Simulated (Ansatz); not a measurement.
# H4NOSi, SMILES [O]N[SiH3]: a relaxed scan of one distance

With the Ansatz DFT code, driven from Python.

Typed at the interpreter:
```pycon
>>> import ansatz as az
>>> import numpy as np
>>> geometry_ang = [
...     ("O", [1.7378, -0.8121, -0.1687]),
...     ("N", [1.0395, 0.3314, -0.3592]),
...     ("Si", [-0.677, -0.0516, -0.0312]),
...     ("H", [1.346, 0.9983, 0.3839]),
...     ("H", [-0.8115, -0.5858, 1.3325]),
...     ("H", [-1.1513, -1.0516, -0.9996]),
...     ("H", [-1.4836, 1.1714, -0.1577]),
... ]
>>> h4nosi = az.Crystal.molecule()
>>> for symbol, xyz in geometry_ang:
...     h4nosi = h4nosi.atom(symbol, xyz)
...
>>> base = (
...     h4nosi.calculation()
...     .basis(gaussian="def2-SVP")
...     .functional("B3LYP")
...     .spin("collinear", total=1)
... )
>>> symbols = [site.symbol for site in h4nosi.cartesian_sites]
>>> pairs = [(0, 1), (1, 2), (1, 3), (2, 4), (2, 5), (2, 6)]
>>> print("held (A)   E (eV)        ", "  ".join(f"{symbols[i]}{i}-{symbols[j]}{j}" for i, j in pairs))
held (A)   E (eV)         O0-N1  N1-Si2  N1-H3  Si2-H4  Si2-H5  Si2-H6
>>> for length in [1.35, 1.47, 1.59, 1.76, 1.99]:
...     rep = base.relax(constraints=[az.DistanceConstraint((2, 5), at=length)], force_tolerance=0.02, max_steps=60).run(threads=1, pin="off").report
...     xyz = np.array(rep["positions_ang"])
...     print(f"{length:6.2f} {rep['free_energy_ev']:14.5f}  ", "  ".join(f"{np.linalg.norm(xyz[i] - xyz[j]):.3f}" for i, j in pairs))
...
DeckWarning: relax.constraints: the input's atoms, or those drawn, lie off the distances that are held; a relaxation that starts there is brought onto them ahead of its first SCF, by positions alone, an atom by 6.03e-2 Å at the most. With the symmetry [...]
  1.35   -11472.84330   1.285  1.786  1.030  1.489  1.350  1.492
  1.47   -11473.04765   1.285  1.785  1.030  1.487  1.470  1.491
  1.59   -11472.96768   1.284  1.782  1.031  1.485  1.590  1.489
  1.76   -11472.59371   1.284  1.779  1.031  1.482  1.760  1.488
  1.99   -11471.89442   1.283  1.776  1.032  1.480  1.990  1.486
```

Notes:
- Total energies depend on the basis set; only differences at equal settings carry meaning.
- Warnings are shown shortened and without file and line.
- The energies are electronic: no zero-point or thermal terms, and the basis set is short of its limit.
- The run takes the species as open-shell (spin multiplicity 2), which needn't be its ground state.
- b3lyp holds the VWN-RPA fit, as in Gaussian; the form of ORCA and Turbomole is b3lyp5.
- It ran for 120 s on 1 thread of Arm Neoverse V2 (shared host), peak memory 0.23 GiB.
